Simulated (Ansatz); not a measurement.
Elements on the sites of an ideal bcc lattice, at a guessed lattice constant:

```
CELL_PARAMETERS angstrom
-3.49977 -3.49977 3.49977
-3.49977 3.49977 -3.49977
1.74989 -5.24966 -5.24966
ATOMIC_POSITIONS crystal
Hf 0.66667 0.66667 0.66667
Hf 0.16667 0.66667 0.66667
Hf 0.66667 0.16667 0.66667
Hf 0.83333 0.83333 0.33333
Hf 0.33333 0.83333 0.33333
Hf 0.83333 0.33333 0.33333
Hf 0.33333 0.33333 0.33333
Hf 0.00000 0.50000 0.00000
Hf 0.50000 0.00000 0.00000
Hf 0.00000 0.00000 0.00000
W 0.16667 0.16667 0.66667
W 0.50000 0.50000 0.00000
```

Cell and atoms were relaxed without symmetry on coarser meshes and computed once more. These are results of Ansatz 0.2.0, DFT PBE, scalar-relativistic, plane waves, PAW, not measurements.

Cutoff 420 eV; k points 6×6×5 on the computed 12-atom cell (Γ-centred); Gaussian smearing, width 0.10 eV; no spin polarisation.

The relaxation ran on 3×3×2 (shifted) and then 4×4×3 k points with a smearing of 0.1 eV, from sites shaken by 0.02 Å.

Q: What does the relaxation give?

A: A volume of 21.19 Å³/atom and no gap on the mesh. It lies 0.15 eV/atom above the elements' standard states (static lattices, no corrections for gases). The atoms leave their sites by 0.26 Å (root mean square) and 0.41 Å at most, and the cell stretches by up to 3.5 % at fixed volume.

```yaml
crystal:
  lattice:
    - [-3.52287, -3.42388, 3.38067]
    - [-3.66149, 3.45510, -3.48610]
    - [1.73856, -5.16228, -5.11952]
  atoms:
    - { symbol: Hf, position: [0.65395, 0.65296, 0.69874] }
    - { symbol: Hf, position: [0.14779, 0.64848, 0.65106] }
    - { symbol: Hf, position: [0.70613, 0.17107, 0.67962] }
    - { symbol: Hf, position: [0.79942, 0.79340, 0.31464] }
    - { symbol: Hf, position: [0.33380, 0.89953, 0.35281] }
    - { symbol: Hf, position: [0.81585, 0.28086, 0.31423] }
    - { symbol: Hf, position: [0.34362, 0.38378, 0.33448] }
    - { symbol: Hf, position: [0.00739, 0.52310, 0.00898] }
    - { symbol: Hf, position: [0.49213, 0.96071, 0.98793] }
    - { symbol: Hf, position: [0.01827, 0.03211, 0.99552] }
    - { symbol: W, position: [0.20647, 0.19425, 0.67708] }
    - { symbol: W, position: [0.47315, 0.47028, 0.97886] }
```

Spin-orbit coupling is left out, which matters for the bands of heavy elements.

Cost: 2 runs of about 12 core-minutes in all (earlier runs that led there not counted), on Intel Xeon 6975P-C (Granite Rapids) (shared hosts).